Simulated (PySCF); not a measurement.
**AlHClO (SMILES [O][AlH][Cl]), step by step**

Aim: a geometry optimisation (UAPF/DZP-DKH), then a single-point energy (UCCSD(T)/6-311G*), then the vertical excitations (EOM-CCSD/6-311G) of AlHClO. The job is set up through a Python script.

Program for the calculation: PySCF 2.14.0.

1 further run of the same task is left out (for a faulty analytic Hessian).

**1. The system as given**

AlHClO: 4 atoms, total charge 0, spin state doublet. SMILES: `[O][AlH][Cl]`. All atoms were displaced at random from a relaxed shape. The run starts from this shape.

Bond lengths: O1–Al2 1.723 Å, Al2–Cl3 2.049 Å, Al2–H4 1.540 Å. Angles: O1–Al2–Cl3 114.8°, O1–Al2–H4 118.5°, Cl3–Al2–H4 126.8°.

**2. A geometry optimisation at UAPF/DZP-DKH (sfX2C, density fitting with def2-universal-jkfit) (run 1)**

Contents of calc.py:

```python
# [O][AlH][Cl]
from pyscf import gto, dft
from pyscf.geomopt.geometric_solver import kernel as optimise

molecule = gto.M(
    atom=[
    ('O', (0.210593, -0.929238, 1.323925)),
    ('Al', (0.131383, 0.091938, -0.061139)),
    ('Cl', (-1.554854, -0.138912, -1.202278)),
    ('H', (1.283922, 1.082693, -0.309283)),
],
    max_memory=1860,
    spin=1,
    basis='dzp-dkh',
    verbose=3,
)

myscf = dft.UKS(molecule)
myscf.xc = 'apf'
myscf = myscf.sfx2c1e()
myscf = myscf.density_fit(auxbasis='def2-universal-jkfit')
converged, mol_eq = optimise(myscf, maxsteps=100)
print('converged:', converged)
print(mol_eq.tostring())

myscf.reset(mol_eq)
molecule = mol_eq
myscf.kernel()
if not myscf.converged:
    myscf = myscf.newton().run(myscf.mo_coeff, myscf.mo_occ)
etot = myscf.e_tot
print('E = %.10f Eh' % etot)
```

Run with:

```
$ OMP_NUM_THREADS=1 python calc.py
```

Output:

```text
maxiter                   100
[... 22 lines left out ...]
> Will converge when all 5 criteria are reached:
[... 19 lines left out ...]
converged SCF energy = -780.163158282786  <S^2> = 0.75347697  2S+1 = 2.003474
[... 37 lines left out ...]
converged SCF energy = -780.164856395803  <S^2> = 0.75365579  2S+1 = 2.0036525
[... 56 lines left out ...]
converged SCF energy = -780.165144987019  <S^2> = 0.75361982  2S+1 = 2.0036166
[... 48 lines left out ...]
Converged! =D
[... 1 line left out ...]
converged: True
O           0.24154669       -0.95095473        1.36460803
Al          0.14344008        0.09413686       -0.04609446
Cl         -1.57634479       -0.12985761       -1.24430641
H           1.30413172        1.10860533       -0.33284522

WARN: HOMO -0.360737156286869 >= LUMO -0.360737156286866

converged SCF energy = -780.165146277482  <S^2> = 0.7536148  2S+1 = 2.0036115
E = -780.1651462775 Eh
```

It took 77 s on 1 thread of Arm Neoverse V1, shared host; peak memory 0.65 GiB.

Steps, from the record of the run:

| step | energy from the first frame kept (eV) | largest force (eV/Å) |
| --- | --- | --- |
| 0 | 0.0000 | 1.0901 |
| 1 | -0.0482 | 0.3535 |
| 2 | -0.0462 | 0.2599 |
| 3 | -0.0533 | 0.0897 |
| 4 | -0.0540 | 0.0293 |
| 5 | -0.0541 | 0.0160 |
| 6 | -0.0541 | 0.0046 |
| 7 | -0.0541 | 0.0077 |

After the run. Bond lengths: O1–Al2 1.758 Å, Al2–Cl3 2.108 Å, Al2–H4 1.568 Å. Angles: O1–Al2–Cl3 116.0°, O1–Al2–H4 119.3°, Cl3–Al2–H4 124.7°.

**3. A single-point energy at UCCSD(T)/6-311G(d) (Cartesian functions) (run 3)**

Contents of job.py:

```python
# [O][AlH][Cl]
from pyscf import gto, cc

mol = gto.M(
    atom=[
    ('O', (0.241547, -0.950955, 1.364608)),
    ('Al', (0.143440, 0.094137, -0.046094)),
    ('Cl', (-1.576345, -0.129858, -1.244306)),
    ('H', (1.304132, 1.108605, -0.332845)),
],
    spin=1,
    verbose=4,
    max_memory=1860,
    basis='6-311g*',
    cart=True,
)

mf = mol.UHF()
mf.max_cycle = 100
mf.kernel()
if not mf.converged:
    mf = mf.newton().run(mf.mo_coeff, mf.mo_occ)

mycc = cc.CCSD(mf, frozen=11)
mycc.kernel()
e_t = mycc.ccsd_t()
e_final = mycc.e_tot + e_t
print(f'total energy: {e_final:.8f} hartree')
mf.analyze()
```

Run with:

```
$ OMP_NUM_THREADS=1 python job.py
```

Output:

```text
PySCF version 2.14.0

[... 126 lines left out ...]
Init t2, MP2 energy = -0.34412546938191
[... 27 lines left out ...]
Total Energy =                        -776.957381987797476
[... 2 lines left out ...]
Two-electron Energy =                  415.881671726042441
[... 5 lines left out ...]
MO #1   energy= -104.837999985423  | -104.837897001561  occ= 1 | 1
[... 3 lines left out ...]
MO #76  energy= 225.811792228117   | 225.811848451445   occ= 0 | 0
[... 98 lines left out ...]
Dipole moment(X, Y, Z, Debye):  1.26758,  1.26212, -0.50891
```

It took 63 s on 1 thread of Arm Neoverse V1, shared host; peak memory 0.87 GiB.

**4. The vertical excitations at EOM-CCSD/6-311G (sfX2C, Cartesian functions, root kind ee) (run 4)**

Contents of calc.py:

```python
# [O][AlH][Cl]
import numpy
from pyscf import gto, cc

mol = gto.Mole()
mol.atom = '''
O        0.241547      -0.950955       1.364608
Al       0.143440       0.094137      -0.046094
Cl      -1.576345      -0.129858      -1.244306
H        1.304132       1.108605      -0.332845
'''
mol.max_memory = 1860
mol.verbose = 3
mol.spin = 1
mol.cart = True
mol.basis = '6-311g'
mol.build()

calc0 = mol.UHF()
calc0 = calc0.x2c()
calc0.max_cycle = 100
calc0.kernel()
if not calc0.converged:
    calc0 = calc0.newton().run(calc0.mo_coeff, calc0.mo_occ)

mycc = cc.CCSD(calc0, frozen=11)
mycc.kernel()
e_final = mycc.e_tot
print('E(%s) = %.9f' % ('EOM-CCSD', e_final))

e, vec = mycc.eomee_ccsd(nroots=8)
roots = numpy.atleast_1d(e) * 27.211386
print('EOM-EE-CCSD roots (eV)')
for i, w in enumerate(roots, 1):
    print('%3d %10.4f' % (i, w))
```

Run with:

```
$ OMP_NUM_THREADS=1 python calc.py
```

Output:

```text
converged SCF energy = -778.64690718761  <S^2> = 0.75648829  2S+1 = 2.0064778
E(UCCSD) = -778.847797791237  E_corr = -0.2008906036269566
E(EOM-CCSD) = -778.847797791
EOM-EE-CCSD roots (eV)
  1     0.3224
  2     1.3514
  3     4.8082
  4     5.1946
  5     5.4542
  6     6.5018
  7     6.7399
  8     6.9271
```

Wall time 80 s (1 thread of Arm Neoverse V1, shared host); peak memory 0.36 GiB.

The roots found:

| excited state | energy (eV) |
| --- | --- |
| 1 | 0.322 |
| 2 | 1.351 |
| 3 | 4.808 |
| 4 | 5.195 |
| 5 | 5.454 |
| 6 | 6.502 |
| 7 | 6.740 |
| 8 | 6.927 |

**5. What came out**

```
                                                                           quantity          value
                                       run 1, UAPF/DZP-DKH: total energy at the end  -780.16515 Eh
                                                 run 1, UAPF/DZP-DKH: dipole moment         1.62 D
                            run 1, UAPF/DZP-DKH: HOMO energy (highest over α and β)       -9.04 eV
                             run 1, UAPF/DZP-DKH: LUMO energy (lowest over α and β)       -4.71 eV
                                                          run 1, UAPF/DZP-DKH: ⟨S²⟩          0.754
                                              run 3, UCCSD(T)/6-311G*: total energy  -777.34005 Eh
                      run 3, UCCSD(T)/6-311G*: dipole moment (Hartree–Fock density)         1.86 D
run 3, UCCSD(T)/6-311G*: HOMO energy (Hartree–Fock orbitals) (highest over α and β)      -12.75 eV
 run 3, UCCSD(T)/6-311G*: LUMO energy (Hartree–Fock orbitals) (lowest over α and β)        1.23 eV
              run 3, UCCSD(T)/6-311G*: correlation energy (11 core orbitals frozen)     -382.7 mEh
                                            run 3, UCCSD(T)/6-311G*: (T) correction      -9.35 mEh
                         run 3, UCCSD(T)/6-311G*: ⟨S²⟩ of the reference determinant          0.756
                                             run 3, UCCSD(T)/6-311G*: T1 diagnostic          0.015
                          run 4, EOM-CCSD/6-311G: ground-state or mean-field energy  -778.84780 Eh
                       run 4, EOM-CCSD/6-311G: dipole moment (Hartree–Fock density)         2.54 D
 run 4, EOM-CCSD/6-311G: HOMO energy (Hartree–Fock orbitals) (highest over α and β)      -12.75 eV
  run 4, EOM-CCSD/6-311G: LUMO energy (Hartree–Fock orbitals) (lowest over α and β)        0.91 eV
               run 4, EOM-CCSD/6-311G: correlation energy (11 core orbitals frozen)     -200.9 mEh
                          run 4, EOM-CCSD/6-311G: ⟨S²⟩ of the reference determinant          0.756
                                              run 4, EOM-CCSD/6-311G: T1 diagnostic          0.018
                                   run 4, EOM-CCSD/6-311G: lowest excitation energy        0.32 eV
```

What this shows: The optimisation (run 1, UAPF/DZP-DKH) took 7 steps and changed the energy by -0.054 eV. Mulliken charges (run 1, UAPF/DZP-DKH) run from -0.35 on O1 to +0.70 on Al2; they depend strongly on the basis. Mulliken charges (run 3, UCCSD(T)/6-311G*) of the mean-field density run from -0.48 on O1 to +1.04 on Al2. The triples (run 3, UCCSD(T)/6-311G*) make up 2.4 % of the correlation energy.
